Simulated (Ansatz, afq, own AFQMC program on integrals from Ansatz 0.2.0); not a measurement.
**BN, triplet: AFQMC among the cluster methods**

```xyz
2

B     0.0000    0.0000    0.0000
N     0.0000    0.0000    1.3155
```

Basis cc-pVDZ. Only valence electrons are correlated. Integrals, coupled cluster, full CI and functionals: Ansatz 0.2.0; the random walks run on the same integrals in our own AFQMC program. ph-AFQMC/CISD is guided by a CISD state made of CCSD amplitudes; releasing the constraint for a short imaginary time cuts its bias at the price of noise, slowly where states lie close. Free projection: walkers drawn from exp(T), propagated without any constraint. Its projection time is finite, and what remains of the start isn't in its error. Uncertainties: one standard error, sampling alone.

Determinant: UHF, the one that the program's search chose, which needn't be the lowest solution. The geometry is a PBE0/def2-TZVP stationary point of this or a neighbouring charge and spin state.

Full CI on the same integrals is exact in this basis and with this determinant's frozen core.

Cautions: lower spins were not checked; raised T1 diagnostic (T1 0.045, weight of the determinant 0.88, largest double 0.10); the released energies are still falling, so no released level is given (meV from the phaseless value at times in 1/Eh: -10 ± 5 at 0.24, -19 ± 5 at 0.51, -22 ± 3 at 0.99, -35 ± 4 at 1.62, -39 ± 5 at 2.40), though the last usable value meets full CI within the noise.

- T1 diagnostic: 0.0449
- weight of the determinant in the CISD state: 0.878
- ⟨S²⟩ of the determinant: 2.047
- size of the correlated space: 8 electrons in 26 orbitals

```csv
level,correlation energy (eV)
MP2,-4.8045
CCSD,-5.4115
CCSD(T),-5.6421
```

(1) Estimate where free-projection AFQMC lies against CCSD(T) on the same integrals.

(1) 5.5 ± 0.8 kJ/mol below CCSD(T).

Reference: full CI, correlation energy -5.708 eV.

```json
{"level": "CCSD(T)", "E − E(reference) (kJ/mol)": "6.3", "share of correlation (%)": "98.85"}
{"level": "CCSDT", "E − E(reference) (kJ/mol)": "1.9", "share of correlation (%)": "99.66"}
{"level": "CCSDT(Q)", "E − E(reference) (kJ/mol)": "-0.7", "share of correlation (%)": "100.13"}
{"level": "CCSDTQ", "E − E(reference) (kJ/mol)": "0.0", "share of correlation (%)": "99.99"}
{"level": "ph-AFQMC/HF", "E − E(reference) (kJ/mol)": "10.8 ± 2.1", "share of correlation (%)": "98.05"}
{"level": "ph-AFQMC/CISD", "E − E(reference) (kJ/mol)": "3.4 ± 0.4", "share of correlation (%)": "99.38"}
{"level": "free AFQMC", "E − E(reference) (kJ/mol)": "0.9 ± 0.8", "share of correlation (%)": "99.84"}
```

CCSDT and higher add their correlation energy to the determinant of the CCSD(T) run, since their own runs factorise the integrals more tightly (a shift of under 2 meV). Free projections are given only where their last times agree within the noise and don't stop above the reference; a slow remainder of the start can still hide under it. A walk keeps the symmetry of its determinant, which the program's search chose and which needn't be the lowest solution, so a lower state of the same spin and another symmetry isn't excluded.
